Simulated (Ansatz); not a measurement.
# Si₂H₄O (SMILES O[SiH]=[SiH2]): one structure at several levels

How do the functionals fare away from a minimum? The structure is a structure displaced at random from a GFN2-xTB minimum.

The runs use Ansatz 0.2.0, Gaussian basis; single points in def2-TZVPP.

Cores are frozen in the correlated methods. B3LYP uses VWN-RPA correlation.

## (1) Where the work starts

SMILES `O[SiH]=[SiH2]`, 7 atoms, charge 0, spin multiplicity 1.

Atoms are counted from 1 here; the program's logs count them from 0.

Bond lengths: O1–Si2 1.626 Å, O1–H4 0.984 Å, Si2–Si3 2.217 Å, Si2–H5 1.440 Å, Si3–H6 1.494 Å, Si3–H7 1.484 Å. Angles: Si2–O1–H4 123.9°, O1–Si2–Si3 115.8°, O1–Si2–H5 105.6°, Si3–Si2–H5 119.2°, Si2–Si3–H6 110.9°, Si2–Si3–H7 118.4°, H6–Si3–H7 100.2°.

As a file:

```xyz
7
H4OSi2
O    -1.43040   -0.96560   -0.72970
Si   -0.47180    0.33720   -0.56610
Si    1.24800    0.10100    0.81350
H    -2.35720   -1.01000   -0.40080
H    -1.36400    1.45470   -0.39230
H     2.26750    1.16860    0.58230
H     2.09840   -1.10800    0.68140
```

## (2) CCSD(T)/def2-TZVPP

run/in.yaml

```yaml
crystal:
  periodic: [false, false, false]
  atoms:
    - {symbol: O, position_ang: [-1.430400, -0.965600, -0.729700]}
    - {symbol: Si, position_ang: [-0.471800, 0.337200, -0.566100]}
    - {symbol: Si, position_ang: [1.248000, 0.101000, 0.813500]}
    - {symbol: H, position_ang: [-2.357200, -1.010000, -0.400800]}
    - {symbol: H, position_ang: [-1.364000, 1.454700, -0.392300]}
    - {symbol: H, position_ang: [2.267500, 1.168600, 0.582300]}
    - {symbol: H, position_ang: [2.098400, -1.108000, 0.681400]}
basis:
  gaussian: {orbitals: def2-TZVPP}
correlation: {method: ccsd_t}
output: {forces: true}
```

The command line of these runs was not kept.

## (3) PBE0-D4/def2-TZVPP

Changes to run/in.yaml since step 2:

```diff
@@ -12,3 +12,3 @@
   gaussian: {orbitals: def2-TZVPP}
-correlation: {method: ccsd_t}
-output: {forces: true}
+hamiltonian: {xc: pbe0, dispersion: d4}
+output: {forces: true, orbitals: {seedname: orbitals}}
```

## (4) wB97M-V/def2-TZVPP

Changes to run/in.yaml since step 3:

```diff
@@ -12,3 +12,3 @@
   gaussian: {orbitals: def2-TZVPP}
-hamiltonian: {xc: pbe0, dispersion: d4}
-output: {forces: true, orbitals: {seedname: orbitals}}
+hamiltonian: {xc: {name: wB97M-V}}
+output: {forces: true}
```

## (5) r2SCAN-D4/def2-TZVPP

Changes to run/in.yaml since step 4:

```diff
@@ -12,3 +12,3 @@
   gaussian: {orbitals: def2-TZVPP}
-hamiltonian: {xc: {name: wB97M-V}}
+hamiltonian: {xc: r2scan, dispersion: d4}
 output: {forces: true}
```

## (6) PBE-D4/def2-TZVPP

Changes to run/in.yaml since step 5:

```diff
@@ -12,3 +12,3 @@
   gaussian: {orbitals: def2-TZVPP}
-hamiltonian: {xc: r2scan, dispersion: d4}
+hamiltonian: {xc: pbe, dispersion: d4}
 output: {forces: true}
```

## (7) wB97X-V/def2-TZVPP

Changes to run/in.yaml since step 6:

```diff
@@ -12,3 +12,3 @@
   gaussian: {orbitals: def2-TZVPP}
-hamiltonian: {xc: pbe, dispersion: d4}
+hamiltonian: {xc: {name: wB97X-V}}
 output: {forces: true}
```

## (8) B3LYP-D4/def2-TZVPP

Changes to run/in.yaml since step 7:

```diff
@@ -12,3 +12,3 @@
   gaussian: {orbitals: def2-TZVPP}
-hamiltonian: {xc: {name: wB97X-V}}
+hamiltonian: {xc: {name: B3LYP}, dispersion: d4}
 output: {forces: true}
```

(Steps that only read results are left out.)

Q: Predict the outcome of this session. Wanted: energy less free atoms, CCSD(T)/def2-TZVPP; RMS force component; RMS force error; HOMO and LUMO, PBE0-D4; T1 diagnostic.

The runs gave:

```
                                  quantity                                                                                            value
energy less free atoms, CCSD(T)/def2-TZVPP                                                                                  -490.1 kcal/mol
                       RMS force component                                                             0.567 to 0.609 eV/Å over the methods
                           RMS force error  PBE0-D4 0.135, wB97M-V 0.123, r2SCAN-D4 0.116, PBE-D4 0.222, wB97X-V 0.156, B3LYP-D4 0.072 eV/Å
                    HOMO and LUMO, PBE0-D4                                                                               -6.08 and -2.30 eV
                             T1 diagnostic                                                                                            0.018
```

Against CCSD(T) the functionals' energies less atoms differ by -17.3 to -6.2 kcal/mol, PBE-D4 by -17.3 kcal/mol. CCSD(T) in triple zeta still lacks some correlation energy of the bonds, so part of these gaps is its own basis error and they don't rank the functionals. The forces of B3LYP-D4 come nearest to CCSD(T), those of PBE-D4 are farthest. Frozen-core CCSD(T) forces in triple zeta carry basis errors of their own, and this is one geometry, so small gaps rank nothing. The restricted Hartree–Fock reference is unstable towards an unrestricted one at one or more of these structures.
